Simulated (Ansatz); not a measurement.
# AlHO₂ (triplet): relaxing a cheap start

Where does this start of AlHO₂ (triplet) end when it is relaxed?

The runs use Ansatz 0.2.0, Gaussian basis; UKS PBE0/def2-TZVP.

**1. The starting structure**

4 atoms, charge 0, spin multiplicity 3.

Atoms are counted from 1 here; the program's logs count them from 0.

Bond lengths: O1–Al2 1.609 Å, Al2–O3 1.609 Å, Al2–H4 1.557 Å. Angles: O1–Al2–O3 143.1°, O1–Al2–H4 108.5°, O3–Al2–H4 108.5°.

The start was built by rule and, where that kept it together, relaxed with GFN2-xTB. Sticks and bond lists go by distance. 

**2. Relaxation**

The input, in.yaml:

```yaml
crystal:
  periodic: [false, false, false]
  atoms:
    - {symbol: O, position_ang: [-1.526556, -0.264598, -0.000179]}
    - {symbol: Al, position_ang: [-0.000115, 0.245623, -0.000299]}
    - {symbol: O, position_ang: [1.526804, -0.263164, 0.000822]}
    - {symbol: H, position_ang: [-0.000846, 1.802278, -0.002194]}
basis:
  gaussian: {orbitals: def2-TZVP}
magnetization: {spin_polarized: true, initial_magnetization: 2}
hamiltonian: {xc: pbe0}
relax: {f_tol: 0.004, max_steps: 80}
```

Run with:

```console
ansatz run in.yaml --threads 1 --pin off --events-out ev --progress --plain --max-ram 2176MiB
```

Before running it: what results should come out? Wanted: energy gained; shift from the start; total energy; dipole moment; ⟨S²⟩.

The runs gave:

| quantity | value |
| --- | --- |
| steps | 7 |
| energy gained | 0.564 eV |
| shift from the start (rms) | 0.191 Å |
| total energy | -10699.3231 eV |
| dipole moment | 1.39 D |
| ⟨S²⟩ | 2.007 |

In words: The bonds of the start are those of the end. O1–Al2 went from 1.609 to 1.733 Å. No vibrations were run, so this is a stationary point, not a proven minimum, and this spin need not be the ground state's.
